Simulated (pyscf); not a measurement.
PySCF, gas phase, ωB97X-D3(BJ)/def2-SVP geometries.

### Question
hydrogen bromide (HBr) + H₂N–B(Br)–Br -> Br–B(Br)–Br + ammonia (NH₃)
Surface: singlet. Broken: Br–H, B–N. Formed: B–Br, H–N. Give ΔE‡ and ΔE from ωB97M-D3(BJ)/def2-TZVP, relative to the separated reactants.

### Answer
ΔE‡ = 17.3 kcal/mol, ΔE = +17.1 kcal/mol. Zero-point energy shifts the barrier by +0.5 kcal/mol. It is a four-centre exchange, with an imaginary mode of 965i cm⁻¹. On the product side the descent ends in an adduct with a B–N contact, 29.6 kcal/mol under the separated species and 31.1 kcal/mol under the saddle at ωB97X-D3(BJ)/def2-TZVP. What is counted as broken (B–N) persists as a longer contact in the product adduct; parting that adduct is a step of its own. One saddle was located; it need not be the lowest between these sides. Elements up to Kr have no core potential and no relativistic terms here.
